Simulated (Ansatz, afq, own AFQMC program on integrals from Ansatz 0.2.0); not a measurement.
Integrals from Ansatz 0.2.0, then the random walk in our own AFQMC program (afq).

```yaml
crystal:
  periodic: [false, false, false]
  atoms:
    - {symbol: Si, position_ang: [0.000461, 0.029690, -0.029879]}
    - {symbol: H, position_ang: [-0.010705, 1.120548, 1.053901]}
    - {symbol: H, position_ang: [-0.031083, -2.000179, 2.012923]}
    - {symbol: H, position_ang: [0.017304, 1.113520, -1.120614]}
    - {symbol: H, position_ang: [0.011627, -1.061169, -1.113659]}
basis:
  gaussian: {orbitals: 6-31G}
total_charge: 1
magnetization: {spin_polarized: true, initial_magnetization: 1}
correlation: {method: ccsd_t, electrons: outside_noble_gas, hamiltonian_folder: ham}
```

```sh
$ ansatz run in.yaml --threads 1 --pin off --events-out ev --progress --plain --max-ram 16896MiB --backend cuda --devices 0, --max-vram 18GiB
```

afq runs on the folder ham with

```
--method phaseless --trial cisd --walkers 4000 --populations 20 --least-time 60 --time-step 0.005 --steps-per-block 50 --equilibration-blocks 40 --max-blocks 4000 --target-error 0.00032 --factor-cut 1e-05 --start spin_pure --seed 8272 --release-times 0.24,0.51,0.99,1.62,2.4 --release-step 0.03 --release-every 3 --taylor-order 6
```

Times are imaginary, in 1/Eh. The walk had a cap of 122 s. With eight or more populations the least sampling time is a fifth of least-time, and the error comes from their spread.

Log:

```
orbitals 16  electrons 4 3  factors 100 of 268
reference energy -290.72326115 Eh
CCSD correlation -0.07549828 Eh in 12 cycles, weight of the determinant in the CISD state 0.9341
energy of the start -290.798720 Eh
 block  time / (1/Eh)  mean weight  energy / Eh
     1     0.250  1.0000  -290.798321
     2     0.500  1.0001  -290.798346
     3     0.750  0.9999  -290.798460
     4     1.000  1.0000  -290.798599
     5     1.250  1.0000  -290.798756
     7     1.750  0.9999  -290.799062
     9     2.250  1.0000  -290.799370
    11     2.750  1.0000  -290.799502
    15     3.750  1.0000  -290.799624
    19     4.750  1.0000  -290.799699
    23     5.750  1.0001  -290.799809
    27     6.750  0.9999  -290.799803
    31     7.750  1.0002  -290.799683
    35     8.750  1.0001  -290.799910
    39     9.750  0.9999  -290.799974
    43    10.750  1.0000  -290.799579
    47    11.750  0.9998  -290.799797
    51    12.750  1.0000  -290.799818
    55    13.750  1.0001  -290.799608
    57    14.250  0.9999  -290.799515
    59    14.750  1.0000  -290.799633
    63    15.750  1.0001  -290.799664
    67    16.750  1.0002  -290.799816
    71    17.750  0.9999  -290.799726
    75    18.750  1.0003  -290.799850
    79    19.750  1.0000  -290.799843
    83    20.750  1.0000  -290.799993
    85    21.250  1.0002  -290.800024
    87    21.750  0.9999  -290.799828
    89    22.250  0.9999  -290.799802
error from the spread of 20 populations
released: time / (1/Eh)  energy / Eh  error  mean overlap
  0.24  -290.799781  0.000029  1.0005
  0.51  -290.799821  0.000026  1.0004
  0.99  -290.799868  0.000020  1.0009
  1.62  -290.799889  0.000019  0.9997
  2.40  -290.799897  0.000019  0.9977
energy -290.799762 +/- 0.000035 Eh
(rows thinned)
```

The run passed its tests (sampling time, drift between the halves within three errors, error under three times the target), which doesn't prove that it has relaxed. The second half of the sampling lies below the first by 2.0 errors of their difference, so the energy may still be moving and its error bar be too small.

Against this walk (error 0.9 meV) on the same determinant: CCSD(T) 7.6 meV higher, CCSDT(Q) 2.9 meV lower, CCSDTQ 3.4 meV lower, full CI 3.4 meV lower. The error is statistical and leaves out the bias of the constraint. Released to 2.40 1/Eh the energy lies 3.7 ± 1.1 meV (both errors) below the phaseless value, which shows part or all of the bias of the constraint, and full CI lies 0.3 meV above the released value.

Cautions: constraint bias not in the error.

The walk took 28 s on 1 × NVIDIA H100 80GB HBM3 with 2 threads of AMD EPYC 7R13 Processor (Zen 3) (shared host) (the card was shared). The log's last line is the phaseless energy.

CCSDT and higher add their correlation energy to the determinant of the CCSD(T) run, since their own runs factorise the integrals more tightly (a shift of under 2 meV). A walk keeps the symmetry of its determinant, which the program's search chose and which needn't be the lowest solution, so a lower state of the same spin and another symmetry isn't excluded.
